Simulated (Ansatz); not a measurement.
Relaxation of C2H3NO (7 atoms, charge 0, multiplicity 1), to a largest force component of 0.02 eV/Å in at most 50 steps.

The calculation used RKS BLYP-D4/def2-SVP in Ansatz 0.2.0.

```xyz
7
Properties=species:S:1:pos:R:3
N 1.217 -0.886 0.929
C 0.409 -0.145 0.359
C -0.477 0.583 -0.301
O -1.211 0.004 -1.197
H 1.760 -0.325 1.558
H -0.574 1.663 -0.187
H -1.062 -0.962 -1.206
```

Problem. Where does it end, and by what steps?

Solution. The run converged. After 13 steps the energy has fallen by 1.939 eV; H5 moved furthest, 0.57 Å.

| step | energy less start (eV) | largest force component (eV/Å) | accepted |
| --- | --- | --- | --- |
| 0 | 0.0000 | 4.282 | yes |
| 1 | -0.8254 | 1.887 | yes |
| 2 | -1.3159 | 2.478 | yes |
| 3 | -1.6966 | 2.405 | yes |
| 4 | -1.7904 | 1.227 | yes |
| 5 | -1.7894 | 1.269 | no |
| 6 | -1.9172 | 0.774 | yes |
| 7 | -1.9353 | 0.111 | yes |
| 8 | -1.8579 | 0.559 | no |
| 9 | -1.9381 | 0.049 | yes |
| 10 | -1.9382 | 0.079 | yes |
| 11 | -1.9385 | 0.050 | yes |
| 12 | -1.9387 | 0.021 | yes |
| 13 | -1.9387 | 0.016 | yes |

```xyz
7
Properties=species:S:1:pos:R:3
N 1.039 -0.641 1.376
C 0.386 -0.021 0.511
C -0.515 0.569 -0.275
O -1.153 0.002 -1.371
H 2.066 -0.644 1.202
H -0.767 1.630 -0.132
H -0.995 -0.962 -1.357
```

Run time: 18 s on 1 thread of Intel(R) Xeon(R) Platinum 8488C (Sapphire Rapids), with other jobs on the host, peak memory 0.17 GiB.
